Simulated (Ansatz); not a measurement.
# CH5FSi (built from SMILES C[SiH2]F): a short trajectory

The task is to watch the atoms for 60 steps of 0.25 fs, started with velocities for 1500 K and run with a Nosé-Hoover thermostat, and see to which side of the barrier the system falls.

Program: Ansatz 0.2.0, Gaussian basis. Level of theory: BHLYP-D4/pcseg-2. These are calculated values, not measurements.

## Step 1: Starting geometry

The start, a first-order saddle point found at PBE0-D4 in triple zeta: 8 atoms, charge 0, spin multiplicity 1.

Atoms are counted from 1 here; the program's logs count them from 0.

Bond lengths: Si1–C3 1.724 Å, Si1–H5 1.476 Å, Si1–H6 1.477 Å, F2–H4 1.016 Å, C3–H7 1.085 Å, C3–H8 1.085 Å. Angles: C3–Si1–H5 122.9°, C3–Si1–H6 122.8°, H5–Si1–H6 114.2°, Si1–C3–H7 120.9°, Si1–C3–H8 121.0°, H7–C3–H8 115.2°.

As a file:

```xyz
8

Si   -0.8521   -0.0128    0.1641
F     0.2992   -1.6190   -0.8253
C     0.6708    0.7924    0.2406
H     0.8521   -0.8119   -0.5527
H    -1.7979    0.1667   -0.9553
H    -1.3590   -0.8725    1.2523
H     0.9314    1.5617   -0.4780
H     1.2557    0.7953    1.1540
```

## Step 2: Dynamics

md/in.yaml

```yaml
crystal:
  periodic: [false, false, false]
  atoms:
    - {symbol: Si, position_ang: [-0.852087, -0.012758, 0.164140]}
    - {symbol: F, position_ang: [0.299202, -1.619004, -0.825278]}
    - {symbol: C, position_ang: [0.670771, 0.792366, 0.240643]}
    - {symbol: H, position_ang: [0.852053, -0.811924, -0.552681]}
    - {symbol: H, position_ang: [-1.797925, 0.166739, -0.955267]}
    - {symbol: H, position_ang: [-1.358998, -0.872481, 1.252321]}
    - {symbol: H, position_ang: [0.931417, 1.561673, -0.477995]}
    - {symbol: H, position_ang: [1.255667, 0.795290, 1.154018]}
basis:
  gaussian: {orbitals: pcseg-2}
hamiltonian: {xc: {name: BHLYP}, dispersion: d4}
md: {n_steps: 60, timestep: 0.25, temperature: 1500, ensemble: nvt_nose_hoover, seed: 981, initial_velocities: maxwell_boltzmann}
```

Run with:

```console
$ ansatz run in.yaml --threads 2 --pin off --events-out ev --progress --plain --max-ram 4352MiB
```

**Question.** What will these runs give? Wanted: temperature at the start; mean temperature, second half; lowest and highest potential energy, from the first frame; largest change of potential + kinetic.

As calculated:

| quantity | value |
| --- | --- |
| length | 60 steps, 15.0 fs |
| temperature at the start | 1500 K |
| mean temperature, second half | 930 K |
| lowest and highest potential energy, from the first frame | 0 and 838 meV |
| largest change of potential + kinetic | 8.6 meV |

In words: By the last frame it has moved towards the side where F2–H4 form. The thermostat trades energy with the molecule, so the sum of potential and kinetic energy isn't conserved: it changes by +6 meV over the run. The mean temperature of the second half is still well below the 1500 K set. The temperature runs between 425 and 1505 K.
